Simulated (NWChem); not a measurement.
Program: NWChem. System: Li2, charge 0, spin multiplicity 1, at a geometry optimised with B3LYP/def2-SVP. The structure started from a generated list of species. Level: G0W0@PBE/def2-SVP, RI basis def2-svp-rifit.

Input file:

```
start mol
memory heap 200 mb stack 700 mb global 1700 mb
geometry units angstroms nocenter noautoz
  Li     0.000000     0.000000     1.376199
  Li     0.000000     0.000000    -1.376199
  symmetry group D2h
end
basis spherical
  * library def2-svp
end
basis "ri basis" bse spherical
  * library def2-svp-rifit
end
dft
  xc xpbe96 cpbe96
  iterations 100
  direct
  tolerances tight
end
task dft energy
gw
  states alpha occ 4 vir 2
end
task dft gw
```

Part of the output:

```
             Northwest Computational Chemistry Package (NWChem) 7.3.0
             --------------------------------------------------------

                                NWChem Input Module
                                -------------------

 Scaling coordinates for geometry "geometry" by  1.889725989
 (inverse scale =  0.529177249)

 Turning off AUTOSYM since
 SYMMETRY directive was detected!

                             Geometry "geometry" -> ""
                             -------------------------

 Output coordinates in angstroms (scale by  1.889725989 to convert to a.u.)

  No.       Tag          Charge          X              Y              Z
 ---- ---------------- ---------- -------------- -------------- --------------
    1 Li                   3.0000     0.00000000     0.00000000     1.37619900
    2 Li                   3.0000     0.00000000     0.00000000    -1.37619900

 Effective nuclear repulsion energy (a.u.)       1.7303439550

            Nuclear Dipole moment (a.u.)
            ----------------------------
        X                 Y               Z
 ---------------- ---------------- ----------------
     0.0000000000     0.0000000000     0.0000000000

      Symmetry information
      --------------------

 Group name             D2h
 Group number             26
 Group order               8
 No. of unique centers     1

      Symmetry unique atoms

     1


 Summary of "ao basis" -> "" (spherical)
 ------------------------------------------------------------------------------
       Tag                 Description            Shells   Functions and Types
 ---------------- ------------------------------  ------  ---------------------
 *                          def2-svp                  on all atoms

 new library libraries.bse/

 Summary of "ri basis" -> "" (spherical)
 ------------------------------------------------------------------------------
       Tag                 Description            Shells   Functions and Types
 ---------------- ------------------------------  ------  ---------------------
 *                       def2-svp-rifit               on all atoms
[...]
 ------------------
          94.902952409233           0.000000000000           0.000000000000
           0.000000000000          94.902952409233           0.000000000000
           0.000000000000           0.000000000000           0.000000000000

     Multipole analysis of the density
     ---------------------------------

     L   x y z        total         alpha         beta         nuclear
     -   - - -        -----         -----         ----         -------
     0   0 0 0     -0.000000     -3.000000     -3.000000      6.000000

     1   1 0 0      0.000000      0.000000      0.000000      0.000000
     1   0 1 0      0.000000      0.000000      0.000000      0.000000
     1   0 0 1      0.000000      0.000000      0.000000      0.000000

     2   2 0 0    -11.970064     -5.985032     -5.985032      0.000000
     2   1 1 0      0.000000      0.000000      0.000000      0.000000
     2   1 0 1      0.000000      0.000000      0.000000      0.000000
     2   0 2 0    -11.970064     -5.985032     -5.985032      0.000000
     2   0 1 1      0.000000      0.000000      0.000000      0.000000
     2   0 0 2     -2.191697    -21.385818    -21.385818     40.579940

 Task  times  cpu:        0.1s     wall:        0.1s

                                NWChem Input Module
                                -------------------

                                 NWChem GW Module
                                 ----------------

                             ***********************
                             ***        GW       ***
                             ***********************

 Summary of "ri basis" -> "ri basis" (spherical)
 ------------------------------------------------------------------------------
       Tag                 Description            Shells   Functions and Types
 ---------------- ------------------------------  ------  ---------------------
 Li                      def2-svp-rifit             11       25   5s5p1d

                 Memory Information
                 ------------------
          Available GA per process is          1700.0 MBs
          Available stack per process is        700.0 MBs
          Available heap per process is           0.0 MBs

          Peak memory in Initialization
              Peak GA per process is                  0.1 MBs
              Peak stack per process is               0.0 MBs
              Peak heap per process is                0.1 MBs
              Memory not in MA per process            0.0 MBs

          Peak memory in AFF Calculation
              Peak GA per process is                  0.1 MBs
              Peak stack per process is               0.0 MBs
              Peak heap per process is                0.0 MBs
              Memory not in MA per process            0.0 MBs

          Computing 2-center integrals
          Computing Inverse Cholesky factor
          Computing 3-center integrals
          Computing V_xc ...

          Computing Sigma_x
          Computing RPA polarizability
          Solving quasiparticle equations

                  Alpha Orbitals
          State     Energy (eV)     Error (eV)
          -----------------------------------
@GW         1        -78.430          15.822 *
@GW         2        -66.412           0.002
@GW         3         -4.698           0.004
@GW         4         -0.413           0.003
@GW         5          1.098           0.004

  * Result did not converge

   Applying   1.3660 eV scissor-shift to rest of hole states

     GW Timing Statistics
   ------------------------
   Init.   :          0.0s
     ERIs  :          0.0s
     Distr.:          0.0s
     Vxc   :          0.0s
   Sigma_x :          0.0s
   RPA     :          0.0s
   Wmn     :          0.0s
   Sigma_c :          0.0s
   GW total:          0.0s

 Task  times  cpu:        0.0s     wall:        0.0s

 Total times  cpu:        0.1s     wall:        0.1s
```
